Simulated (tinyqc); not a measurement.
Worked calculation (part 2 of 3): UHF in the sto-3g basis, for H3O+, spin multiplicity 1. Computed by tinyqc, a small Python program that keeps every step (integrals from PySCF). Command: `OMP_NUM_THREADS=1 python tinyqc.py 22845 22846 out.jsonl` (the two numbers bound the seeds that draw the settings). One thread of a shared host (Intel(R) Xeon(R) Processor @ 2.60GHz), about 0.1 s of CPU time with the checks.

Geometry (angstrom):
```
atom        x        y       z
O      0.0000   0.0000  0.2740
H      1.0090   0.0000  0.0000
H     -0.5040   0.8740  0.0000
H     -0.5040  -0.8740  0.0000
```

## Iteration 1: diagonalisation and new density

F(alpha) (hartree), order 1O 1s, 1O 2s, 1O 2px, 1O 2py, 1O 2pz, 2H 1s, 3H 1s, 4H 1s:
```
[[-20.9357, -5.3427, 0.0025, 0.0000, 0.0050, -0.9962, -0.9997, -0.9997],
 [-5.3427, -2.9204, 0.0645, 0.0000, 0.0947, -1.0759, -1.0885, -1.0885],
 [0.0025, 0.0645, -1.0171, 0.0000, 0.1494, -0.5486, 0.2995, 0.2995],
 [0.0000, 0.0000, 0.0000, -0.9921, 0.0000, 0.0000, -0.5261, 0.5261],
 [0.0050, 0.0947, 0.1494, 0.0000, -0.6946, 0.0713, 0.2180, 0.2180],
 [-0.9962, -1.0759, -0.5486, 0.0000, 0.0713, -0.7363, -0.3407, -0.3407],
 [-0.9997, -1.0885, 0.2995, -0.5261, 0.2180, -0.3407, -0.8298, -0.3748],
 [-0.9997, -1.0885, 0.2995, 0.5261, 0.2180, -0.3407, -0.3748, -0.8298]]
```

F(beta) (hartree), order 1O 1s, 1O 2s, 1O 2px, 1O 2py, 1O 2pz, 2H 1s, 3H 1s, 4H 1s:
```
[[-20.9357, -5.3427, 0.0017, 0.0000, 0.0050, -0.9989, -0.9983, -0.9983],
 [-5.3427, -2.9204, -0.0133, 0.0000, 0.0947, -1.0593, -1.0968, -1.0968],
 [0.0017, -0.0133, -1.0125, 0.0000, -0.1557, -0.5533, 0.2944, 0.2944],
 [0.0000, 0.0000, 0.0000, -0.9966, 0.0000, 0.0000, -0.5263, 0.5263],
 [0.0050, 0.0947, -0.1557, 0.0000, -0.6946, 0.2593, 0.1240, 0.1240],
 [-0.9989, -1.0593, -0.5533, 0.0000, 0.2593, -0.7678, -0.3445, -0.3445],
 [-0.9983, -1.0968, 0.2944, -0.5263, 0.1240, -0.3445, -0.8141, -0.3673],
 [-0.9983, -1.0968, 0.2944, 0.5263, 0.1240, -0.3445, -0.3673, -0.8141]]
```

X, order 1O 1s, 1O 2s, 1O 2px, 1O 2py, 1O 2pz, 2H 1s, 3H 1s, 4H 1s:
```
[[-0.3606, 0.0000, 0.0000, 0.7316, 0.6213, -0.0001, 0.0000, 0.1449],
 [1.2411, 0.0000, -0.0001, -0.0987, 0.1779, -0.0002, 0.0000, 0.4309],
 [0.0001, 0.0000, -0.9155, 0.0001, 0.0001, 0.6685, 0.0000, 0.0001],
 [0.0000, 0.9158, 0.0000, 0.0000, 0.0000, 0.0000, 0.6683, 0.0000],
 [-0.2494, 0.0000, 0.0000, -0.6788, 0.7092, 0.0000, 0.0000, -0.0896],
 [-0.5418, 0.0000, 0.9195, -0.1334, -0.1107, 0.4438, 0.0000, 0.3105],
 [-0.5421, -0.7962, -0.4596, -0.1335, -0.1108, -0.2219, 0.3844, 0.3104],
 [-0.5421, 0.7962, -0.4596, -0.1335, -0.1108, -0.2219, -0.3844, 0.3104]]
```

Diagonalise F' = X^T F X, C = X C', fill 5 alpha and 5 beta electrons from the bottom; D(s) = C_occ C_occ^T. Each column has its largest component positive (the first on a tie).

F' = X^T F X (alpha) (hartree):
```
[[-0.5215, 0.0000, -0.0299, 1.9310, 1.6672, 0.0011, 0.0000, 0.1865],
 [0.0000, 0.1255, 0.0000, 0.0000, 0.0000, 0.0000, -0.1392, 0.0000],
 [-0.0299, 0.0000, 0.0196, 0.1799, -0.2087, 0.1776, 0.0000, 0.0259],
 [1.9310, 0.0000, 0.1799, -10.2648, -9.0603, -0.0355, 0.0000, -4.0233],
 [1.6672, 0.0000, -0.2087, -9.0603, -9.2712, 0.0279, 0.0000, -3.8877],
 [0.0011, 0.0000, 0.1776, -0.0355, 0.0279, -1.0872, 0.0000, 0.0477],
 [0.0000, -0.1392, 0.0000, 0.0000, 0.0000, 0.0000, -1.1181, 0.0000],
 [0.1865, 0.0000, 0.0259, -4.0233, -3.8877, 0.0477, 0.0000, -3.2648]]
```

orbital energies (alpha) (hartree): [-20.9451, -1.7181, -1.1335, -1.1286, -0.7664, 0.0328, 0.1355, 0.1409]

coefficients C (alpha), order 1O 1s, 1O 2s, 1O 2px, 1O 2py, 1O 2pz, 2H 1s, 3H 1s, 4H 1s:
```
[[0.9939, -0.2357, 0.0000, -0.0114, -0.0504, -0.1600, 0.0271, 0.0000],
 [0.0276, 0.8524, 0.0000, 0.0359, 0.2410, 0.9797, -0.1439, 0.0000],
 [-0.0002, -0.0689, 0.0000, 0.8185, -0.0728, -0.0659, -0.7750, 0.0000],
 [0.0000, 0.0000, 0.7649, 0.0000, 0.0000, 0.0000, 0.0000, 0.8368],
 [-0.0017, -0.0730, 0.0000, -0.2148, 0.8876, -0.3454, -0.2744, 0.0000],
 [-0.0050, 0.0941, 0.0000, 0.2570, 0.2869, -0.5733, 0.9882, 0.0000],
 [-0.0049, 0.1269, 0.2945, -0.1049, -0.2580, -0.6575, -0.3935, -0.8336],
 [-0.0049, 0.1269, -0.2945, -0.1049, -0.2580, -0.6575, -0.3935, 0.8336]]
```

F' = X^T F X (beta) (hartree):
```
[[-0.5215, 0.0000, -0.0247, 1.9310, 1.6672, -0.0098, 0.0000, 0.1865],
 [0.0000, 0.1327, 0.0000, 0.0000, 0.0000, 0.0000, -0.1470, 0.0000],
 [-0.0247, 0.0000, 0.0125, -0.1918, 0.1926, 0.1699, 0.0000, 0.0053],
 [1.9310, 0.0000, -0.1918, -10.2648, -9.0603, 0.0252, 0.0000, -4.0233],
 [1.6672, 0.0000, 0.1926, -9.0603, -9.2713, -0.0328, 0.0000, -3.8877],
 [-0.0098, 0.0000, 0.1699, 0.0252, -0.0328, -1.0873, 0.0000, 0.0257],
 [0.0000, -0.1470, 0.0000, 0.0000, 0.0000, 0.0000, -1.1179, 0.0000],
 [0.1865, 0.0000, 0.0053, -4.0233, -3.8877, 0.0257, 0.0000, -3.2648]]
```

orbital energies (beta) (hartree): [-20.9451, -1.7146, -1.1350, -1.1313, -0.7588, 0.0046, 0.1480, 0.1497]

coefficients C (beta), order 1O 1s, 1O 2s, 1O 2px, 1O 2py, 1O 2pz, 2H 1s, 3H 1s, 4H 1s:
```
[[0.9939, -0.2362, 0.0000, -0.0155, -0.0404, -0.1539, 0.0567, 0.0000],
 [0.0276, 0.8542, 0.0000, 0.0696, 0.1915, 0.9264, -0.3703, 0.0000],
 [-0.0001, -0.0053, 0.0000, 0.8161, 0.0656, -0.3503, -0.7014, 0.0000],
 [0.0000, 0.0000, 0.7693, 0.0000, 0.0000, 0.0000, 0.0000, -0.8328],
 [-0.0017, -0.0786, 0.0000, 0.2059, 0.9005, -0.1390, 0.3938, 0.0000],
 [-0.0049, 0.0963, 0.0000, 0.2325, -0.4169, -0.1714, 1.0936, 0.0000],
 [-0.0050, 0.1267, 0.2901, -0.1389, 0.1207, -0.7800, -0.1502, 0.8352],
 [-0.0050, 0.1267, -0.2901, -0.1389, 0.1207, -0.7800, -0.1502, -0.8352]]
```

D(alpha) after iteration 1, order 1O 1s, 1O 2s, 1O 2px, 1O 2py, 1O 2pz, 2H 1s, 3H 1s, 4H 1s:
```
[[1.0460, -0.1861, 0.0104, 0.0000, -0.0268, -0.0446, -0.0206, -0.0206],
 [-0.1861, 0.7867, -0.0469, 0.0000, 0.1440, 0.1585, 0.0421, 0.0421],
 [0.0104, -0.0469, 0.6801, 0.0000, -0.2355, 0.1830, -0.0758, -0.0758],
 [0.0000, 0.0000, 0.0000, 0.5851, 0.0000, 0.0000, 0.2253, -0.2253],
 [-0.0268, 0.1440, -0.2355, 0.0000, 0.8393, 0.1925, -0.2157, -0.2157],
 [-0.0446, 0.1585, 0.1830, 0.0000, 0.1925, 0.1572, -0.0890, -0.0890],
 [-0.0206, 0.0421, -0.0758, 0.2253, -0.2157, -0.0890, 0.1804, 0.0070],
 [-0.0206, 0.0421, -0.0758, -0.2253, -0.2157, -0.0890, 0.0070, 0.1804]]
```

D(beta) after iteration 1, order 1O 1s, 1O 2s, 1O 2px, 1O 2py, 1O 2pz, 2H 1s, 3H 1s, 4H 1s:
```
[[1.0455, -0.1832, -0.0142, 0.0000, -0.0227, -0.0144, -0.0376, -0.0376],
 [-0.1832, 0.7719, 0.0649, 0.0000, 0.1196, 0.0184, 0.1215, 0.1215],
 [-0.0142, 0.0649, 0.6704, 0.0000, 0.2275, 0.1619, -0.1061, -0.1061],
 [0.0000, 0.0000, 0.0000, 0.5919, 0.0000, 0.0000, 0.2232, -0.2232],
 [-0.0227, 0.1196, 0.2275, 0.0000, 0.8595, -0.3351, 0.0702, 0.0702],
 [-0.0144, 0.0184, 0.1619, 0.0000, -0.3351, 0.2371, -0.0704, -0.0704],
 [-0.0376, 0.1215, -0.1061, 0.2232, 0.0702, -0.0704, 0.1341, -0.0342],
 [-0.0376, 0.1215, -0.1061, -0.2232, 0.0702, -0.0704, -0.0342, 0.1341]]
```

## Iteration 2: building the Fock matrix

core Hamiltonian H = T + V (hartree), order 1O 1s, 1O 2s, 1O 2px, 1O 2py, 1O 2pz, 2H 1s, 3H 1s, 4H 1s:
```
[[-33.1337, -7.7105, 0.0000, 0.0000, 0.0102, -1.4356, -1.4359, -1.4359],
 [-7.7105, -9.7509, -0.0001, 0.0000, 0.1236, -3.3705, -3.3709, -3.3709],
 [0.0000, -0.0001, -7.9969, 0.0000, 0.0000, -2.3431, 1.1706, 1.1706],
 [0.0000, 0.0000, 0.0000, -7.9971, 0.0000, 0.0000, -2.0300, 2.0300],
 [0.0102, 0.1236, 0.0000, 0.0000, -7.8757, 0.6695, 0.6696, 0.6696],
 [-1.4356, -3.3705, -2.3431, 0.0000, 0.6695, -5.0165, -1.1628, -1.1628],
 [-1.4359, -3.3709, 1.1706, -2.0300, 0.6696, -1.1628, -5.0167, -1.1618],
 [-1.4359, -3.3709, 1.1706, 2.0300, 0.6696, -1.1628, -1.1618, -5.0167]]
```

nuclear repulsion = 13.056201 hartree

Given earlier and not repeated: Two-electron integrals (ij|kl) in chemists' order.

J_ij = sum D_kl (ij|kl) with D = D(alpha) + D(beta), K_ij = sum D_kl (ik|jl) for each spin; F = H + J - K(s); E = tr D H + tr D J / 2 - 0.5 sum_s tr D(s) K(s) + E_nn.

Coulomb J (hartree), order 1O 1s, 1O 2s, 1O 2px, 1O 2py, 1O 2pz, 2H 1s, 3H 1s, 4H 1s:
```
[[17.3401, 3.2704, 0.0005, 0.0000, 0.0036, 0.6078, 0.6079, 0.6079],
 [3.2704, 8.1778, 0.0024, 0.0000, -0.0146, 2.8186, 2.8166, 2.8166],
 [0.0005, 0.0024, 8.1804, 0.0000, -0.0007, 2.1394, -1.0666, -1.0666],
 [0.0000, 0.0000, 0.0000, 8.1712, 0.0000, 0.0000, 1.8496, -1.8496],
 [0.0036, -0.0146, -0.0007, 0.0000, 8.1580, -0.5869, -0.5862, -0.5862],
 [0.6078, 2.8186, 2.1394, 0.0000, -0.5869, 4.7520, 0.9767, 0.9767],
 [0.6079, 2.8166, -1.0666, 1.8496, -0.5862, 0.9767, 4.7392, 0.9753],
 [0.6079, 2.8166, -1.0666, -1.8496, -0.5862, 0.9767, 0.9753, 4.7392]]
```

exchange K(alpha) (hartree), order 1O 1s, 1O 2s, 1O 2px, 1O 2py, 1O 2pz, 2H 1s, 3H 1s, 4H 1s:
```
[[4.8796, 0.8310, -0.0010, 0.0000, -0.0010, 0.1606, 0.1616, 0.1616],
 [0.8310, 1.2894, -0.0229, 0.0000, 0.0248, 0.5005, 0.4979, 0.4979],
 [-0.0010, -0.0229, 1.0205, 0.0000, -0.1083, 0.3657, -0.1851, -0.1851],
 [0.0000, 0.0000, 0.0000, 0.9870, 0.0000, 0.0000, 0.3268, -0.3268],
 [-0.0010, 0.0248, -0.1083, 0.0000, 1.0244, -0.0529, -0.1278, -0.1278],
 [0.1606, 0.5005, 0.3657, 0.0000, -0.0529, 0.4634, 0.1419, 0.1419],
 [0.1616, 0.4979, -0.1851, 0.3268, -0.1278, 0.1419, 0.5046, 0.1534],
 [0.1616, 0.4979, -0.1851, -0.3268, -0.1278, 0.1419, 0.1534, 0.5046]]
```

exchange K(beta) (hartree), order 1O 1s, 1O 2s, 1O 2px, 1O 2py, 1O 2pz, 2H 1s, 3H 1s, 4H 1s:
```
[[4.8794, 0.8317, 0.0005, 0.0000, -0.0010, 0.1616, 0.1612, 0.1612],
 [0.8317, 1.2889, 0.0283, 0.0000, 0.0156, 0.4962, 0.5015, 0.5015],
 [0.0005, 0.0283, 1.0145, 0.0000, 0.1044, 0.3708, -0.1850, -0.1850],
 [0.0000, 0.0000, 0.0000, 0.9921, 0.0000, 0.0000, 0.3242, -0.3242],
 [-0.0010, 0.0156, 0.1044, 0.0000, 1.0357, -0.1512, -0.0766, -0.0766],
 [0.1616, 0.4962, 0.3708, 0.0000, -0.1512, 0.5177, 0.1464, 0.1464],
 [0.1612, 0.5015, -0.1850, 0.3242, -0.0766, 0.1464, 0.4750, 0.1435],
 [0.1612, 0.5015, -0.1850, -0.3242, -0.0766, 0.1464, 0.1435, 0.4750]]
```

F(alpha) (hartree), order 1O 1s, 1O 2s, 1O 2px, 1O 2py, 1O 2pz, 2H 1s, 3H 1s, 4H 1s:
```
[[-20.6733, -5.2711, 0.0015, 0.0000, 0.0149, -0.9884, -0.9896, -0.9896],
 [-5.2711, -2.8625, 0.0252, 0.0000, 0.0841, -1.0523, -1.0522, -1.0522],
 [0.0015, 0.0252, -0.8371, 0.0000, 0.1076, -0.5694, 0.2891, 0.2891],
 [0.0000, 0.0000, 0.0000, -0.8129, 0.0000, 0.0000, -0.5072, 0.5072],
 [0.0149, 0.0841, 0.1076, 0.0000, -0.7421, 0.1354, 0.2112, 0.2112],
 [-0.9884, -1.0523, -0.5694, 0.0000, 0.1354, -0.7279, -0.3280, -0.3280],
 [-0.9896, -1.0522, 0.2891, -0.5072, 0.2112, -0.3280, -0.7821, -0.3399],
 [-0.9896, -1.0522, 0.2891, 0.5072, 0.2112, -0.3280, -0.3399, -0.7821]]
```

F(beta) (hartree), order 1O 1s, 1O 2s, 1O 2px, 1O 2py, 1O 2pz, 2H 1s, 3H 1s, 4H 1s:
```
[[-20.6731, -5.2718, -0.0001, 0.0000, 0.0148, -0.9894, -0.9892, -0.9892],
 [-5.2718, -2.8621, -0.0260, 0.0000, 0.0934, -1.0480, -1.0558, -1.0558],
 [-0.0001, -0.0260, -0.8310, 0.0000, -0.1051, -0.5745, 0.2890, 0.2890],
 [0.0000, 0.0000, 0.0000, -0.8181, 0.0000, 0.0000, -0.5046, 0.5046],
 [0.0148, 0.0934, -0.1051, 0.0000, -0.7534, 0.2338, 0.1600, 0.1600],
 [-0.9894, -1.0480, -0.5745, 0.0000, 0.2338, -0.7822, -0.3325, -0.3325],
 [-0.9892, -1.0558, 0.2890, -0.5046, 0.1600, -0.3325, -0.7524, -0.3300],
 [-0.9892, -1.0558, 0.2890, 0.5046, 0.1600, -0.3325, -0.3300, -0.7524]]
```

total energy of this density = -75.189815 hartree

## Iteration 2: DIIS over 2 matrices

error matrix X^T (FDS - SDF) X (alpha):
```
[[0.0000, 0.0000, -0.0198, 0.0230, -0.0080, 0.0007, 0.0000, -0.0121],
 [0.0000, 0.0000, 0.0000, 0.0000, 0.0000, 0.0000, 0.0936, 0.0000],
 [0.0198, 0.0000, 0.0000, -0.1005, 0.1118, -0.0982, 0.0000, -0.0173],
 [-0.0230, 0.0000, 0.1005, 0.0000, -0.0053, -0.0066, 0.0000, 0.0054],
 [0.0080, 0.0000, -0.1118, 0.0053, 0.0000, 0.0090, 0.0000, -0.0042],
 [-0.0007, 0.0000, 0.0982, 0.0066, -0.0090, 0.0000, 0.0000, 0.0020],
 [0.0000, -0.0936, 0.0000, 0.0000, 0.0000, 0.0000, 0.0000, 0.0000],
 [0.0121, 0.0000, 0.0173, -0.0054, 0.0042, -0.0020, 0.0000, 0.0000]]
```

B (overlaps of the stored error matrices):
```
[[1.3690269e+00, 3.0608716e-01],
 [3.0608716e-01, 1.6800626e-01]]
```

Minimise |sum c_i e_i|^2 with sum c_i = 1: solve [B -1; -1 0][c; lambda] = [0; -1] with B_ij = tr e_i^T e_j summed over both spins, and take F = sum c_i F_i.

DIIS coefficients: [-0.1493, 1.1493]

extrapolated F(alpha) (hartree), order 1O 1s, 1O 2s, 1O 2px, 1O 2py, 1O 2pz, 2H 1s, 3H 1s, 4H 1s:
```
[[-20.6341, -5.2604, 0.0014, 0.0000, 0.0163, -0.9872, -0.9881, -0.9881],
 [-5.2604, -2.8539, 0.0193, 0.0000, 0.0826, -1.0488, -1.0468, -1.0468],
 [0.0014, 0.0193, -0.8102, 0.0000, 0.1014, -0.5726, 0.2876, 0.2876],
 [0.0000, 0.0000, 0.0000, -0.7862, 0.0000, 0.0000, -0.5044, 0.5044],
 [0.0163, 0.0826, 0.1014, 0.0000, -0.7492, 0.1450, 0.2102, 0.2102],
 [-0.9872, -1.0488, -0.5726, 0.0000, 0.1450, -0.7266, -0.3261, -0.3261],
 [-0.9881, -1.0468, 0.2876, -0.5044, 0.2102, -0.3261, -0.7750, -0.3347],
 [-0.9881, -1.0468, 0.2876, 0.5044, 0.2102, -0.3261, -0.3347, -0.7750]]
```

extrapolated F(beta) (hartree), order 1O 1s, 1O 2s, 1O 2px, 1O 2py, 1O 2pz, 2H 1s, 3H 1s, 4H 1s:
```
[[-20.6339, -5.2612, -0.0003, 0.0000, 0.0163, -0.9880, -0.9879, -0.9879],
 [-5.2612, -2.8534, -0.0279, 0.0000, 0.0932, -1.0463, -1.0497, -1.0497],
 [-0.0003, -0.0279, -0.8039, 0.0000, -0.0975, -0.5777, 0.2882, 0.2882],
 [0.0000, 0.0000, 0.0000, -0.7914, 0.0000, 0.0000, -0.5014, 0.5014],
 [0.0163, 0.0932, -0.0975, 0.0000, -0.7622, 0.2300, 0.1654, 0.1654],
 [-0.9880, -1.0463, -0.5777, 0.0000, 0.2300, -0.7844, -0.3307, -0.3307],
 [-0.9879, -1.0497, 0.2882, -0.5014, 0.1654, -0.3307, -0.7432, -0.3244],
 [-0.9879, -1.0497, 0.2882, 0.5014, 0.1654, -0.3307, -0.3244, -0.7432]]
```

## Iteration 2: diagonalisation and new density

As before.

F' = X^T F X (alpha) (hartree):
```
[[-0.4918, 0.0000, -0.0130, 1.9407, 1.6266, -0.0105, 0.0000, 0.1752],
 [0.0000, 0.2535, 0.0000, 0.0000, 0.0000, 0.0000, -0.0300, 0.0000],
 [-0.0130, 0.0000, 0.2370, 0.0983, -0.1179, 0.0598, 0.0000, 0.0205],
 [1.9407, 0.0000, 0.0983, -10.1408, -8.8931, -0.0276, 0.0000, -3.9964],
 [1.6266, 0.0000, -0.1179, -8.8931, -9.1698, 0.0300, 0.0000, -3.8198],
 [-0.0105, 0.0000, 0.0598, -0.0276, 0.0300, -0.9964, 0.0000, 0.0117],
 [0.0000, -0.0300, 0.0000, 0.0000, 0.0000, 0.0000, -0.9995, 0.0000],
 [0.1752, 0.0000, 0.0205, -3.9964, -3.8198, 0.0117, 0.0000, -3.1816]]
```

orbital energies (alpha) (hartree): [-20.6430, -1.6578, -1.0084, -1.0002, -0.7769, 0.0798, 0.2543, 0.2629]

coefficients C (alpha), order 1O 1s, 1O 2s, 1O 2px, 1O 2py, 1O 2pz, 2H 1s, 3H 1s, 4H 1s:
```
[[0.9940, -0.2379, 0.0046, 0.0000, -0.0552, -0.1569, 0.0000, 0.0055],
 [0.0269, 0.8654, -0.0239, 0.0000, 0.2747, 0.9701, 0.0000, -0.0252],
 [-0.0001, -0.0095, 0.7192, 0.0000, 0.0100, 0.0007, 0.0000, -0.8761],
 [0.0000, 0.0000, 0.0000, 0.6901, 0.0000, 0.0000, 0.8996, 0.0000],
 [-0.0022, -0.0851, -0.1917, 0.0000, 0.9189, -0.3525, 0.0000, -0.1461],
 [-0.0046, 0.1024, 0.3783, 0.0000, 0.1162, -0.6527, 0.0000, 0.9324],
 [-0.0047, 0.1127, -0.1746, 0.3652, -0.2069, -0.6204, -0.8052, -0.4583],
 [-0.0047, 0.1127, -0.1746, -0.3652, -0.2069, -0.6204, 0.8052, -0.4583]]
```

F' = X^T F X (beta) (hartree):
```
[[-0.4921, 0.0000, 0.0215, 1.9281, 1.6404, -0.0009, 0.0000, 0.1712],
 [0.0000, 0.2677, 0.0000, 0.0000, 0.0000, 0.0000, -0.0474, 0.0000],
 [0.0215, 0.0000, 0.2285, -0.0983, 0.1150, 0.0436, 0.0000, -0.0143],
 [1.9281, 0.0000, -0.0983, -10.1458, -8.8885, 0.0318, 0.0000, -3.9996],
 [1.6404, 0.0000, 0.1150, -8.8885, -9.1727, -0.0242, 0.0000, -3.8176],
 [-0.0009, 0.0000, 0.0436, 0.0318, -0.0242, -1.0024, 0.0000, -0.0096],
 [0.0000, -0.0474, 0.0000, 0.0000, 0.0000, 0.0000, -0.9924, 0.0000],
 [0.1712, 0.0000, -0.0143, -3.9996, -3.8176, -0.0096, 0.0000, -3.1824]]
```

orbital energies (beta) (hartree): [-20.6429, -1.6595, -1.0119, -0.9942, -0.7823, 0.0767, 0.2529, 0.2695]

coefficients C (beta), order 1O 1s, 1O 2s, 1O 2px, 1O 2py, 1O 2pz, 2H 1s, 3H 1s, 4H 1s:
```
[[0.9940, -0.2376, -0.0040, 0.0000, -0.0543, -0.1572, -0.0134, 0.0000],
 [0.0269, 0.8644, 0.0236, 0.0000, 0.2630, 0.9720, 0.0704, 0.0000],
 [0.0001, 0.0174, 0.7080, 0.0000, -0.0021, 0.0320, -0.8845, 0.0000],
 [0.0000, 0.0000, 0.0000, 0.7022, 0.0000, 0.0000, 0.0000, 0.8901],
 [-0.0022, -0.0948, 0.1835, 0.0000, 0.9267, -0.3398, 0.1305, 0.0000],
 [-0.0047, 0.1150, 0.3690, 0.0000, -0.2985, -0.6559, 0.8909, 0.0000],
 [-0.0047, 0.1060, -0.2044, 0.3542, 0.0219, -0.6207, -0.4920, -0.8101],
 [-0.0047, 0.1060, -0.2044, -0.3542, 0.0219, -0.6207, -0.4920, 0.8101]]
```

D(alpha) after iteration 2, order 1O 1s, 1O 2s, 1O 2px, 1O 2py, 1O 2pz, 2H 1s, 3H 1s, 4H 1s:
```
[[1.0477, -0.1944, 0.0049, 0.0000, -0.0335, -0.0336, -0.0208, -0.0208],
 [-0.1944, 0.8256, -0.0227, 0.0000, 0.1833, 0.1113, 0.0447, 0.0447],
 [0.0049, -0.0227, 0.5174, 0.0000, -0.1278, 0.2722, -0.1287, -0.1287],
 [0.0000, 0.0000, 0.0000, 0.4762, 0.0000, 0.0000, 0.2520, -0.2520],
 [-0.0335, 0.1833, -0.1278, 0.0000, 0.8883, 0.0256, -0.1662, -0.1662],
 [-0.0336, 0.1113, 0.2722, 0.0000, 0.0256, 0.1671, -0.0785, -0.0785],
 [-0.0208, 0.0447, -0.1287, 0.2520, -0.1662, -0.0785, 0.2193, -0.0474],
 [-0.0208, 0.0447, -0.1287, -0.2520, -0.1662, -0.0785, -0.0474, 0.2193]]
```

D(beta) after iteration 2, order 1O 1s, 1O 2s, 1O 2px, 1O 2py, 1O 2pz, 2H 1s, 3H 1s, 4H 1s:
```
[[1.0475, -0.1930, -0.0068, 0.0000, -0.0307, -0.0173, -0.0302, -0.0302],
 [-0.1930, 0.8176, 0.0313, 0.0000, 0.1661, 0.0295, 0.0924, 0.0924],
 [-0.0068, 0.0313, 0.5016, 0.0000, 0.1263, 0.2639, -0.1429, -0.1429],
 [0.0000, 0.0000, 0.0000, 0.4932, 0.0000, 0.0000, 0.2487, -0.2487],
 [-0.0307, 0.1661, 0.1263, 0.0000, 0.9014, -0.2198, -0.0273, -0.0273],
 [-0.0173, 0.0295, 0.2639, 0.0000, -0.2198, 0.2385, -0.0697, -0.0697],
 [-0.0302, 0.0924, -0.1429, 0.2487, -0.0273, -0.0697, 0.1790, -0.0719],
 [-0.0302, 0.0924, -0.1429, -0.2487, -0.0273, -0.0697, -0.0719, 0.1790]]
```
